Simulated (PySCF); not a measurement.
Compound: C3H9P2 (charge +1).
SMILES with atom numbers: `[CH3:1][P+:2]1([PH2:3])[CH2:4][CH2:5]1` (hydrogens: H6, H7, H8 on C1; H9, H10 on P3; H11, H12 on C4; H13, H14 on C5)

Method used: PBE0-D3(BJ)/def2-SVP geometry optimisation, gas phase in PySCF.

What internal coordinates does the optimisation give?

```tsv
bond	length (Å)	order
C1–P2	1.803	single
P2–P3	2.177	single
P2–C4, P2–C5	1.807	single
C4–C5	1.514	single
C1–H6, C1–H7, C1–H8	1.100	single
P3–H9, P3–H10	1.428	single
C4–H11, C5–H14	1.095	single
C4–H12, C5–H13	1.096	single
```

Bonds in one row agree within 0.01 Å and their mean is given. Orders are formal, as drawn. A selection of angles:
```tsv
angle	degrees
P2–C1–H6	109.6
H6–C1–H7	109.7
C1–P2–P3	123.2
C1–P2–C4	116.8
C1–P2–C5	116.5
P3–P2–C4	114.7
P3–P2–C5	114.4
C4–P2–C5	49.5
P2–P3–H9	92.8
H9–P3–H10	94.8
P2–C4–C5	65.2
P2–C4–H11	116.6
P2–C4–H12	115.9
C5–C4–H11	118.2
C5–C4–H12	118.2
H11–C4–H12	114.1
```

Torsions: C1–P2–C4–C5 -103° (anticlinal); C1–P2–C5–C4 104° (anticlinal).

P2 (phosphorus bonded to 3 C and P) has angles from 49.5° to 123.2°. P3 (three-coordinate phosphorus) is pyramidal (angles 94.8°, 92.8° and 92.6°, sum 280.1°, 0.86 Å off the plane of its three neighbours). All 3 C–P bonds measure 1.803 to 1.807 Å. The 3-membered ring P2–C4–C5 has internal angles of 49.5° to 65.2°.

PBE0-D3(BJ)/def2-SVP frequencies: not computed here. Torsions: C1–P2–P3–H -47° and 48°.

One conformer stands for the species.
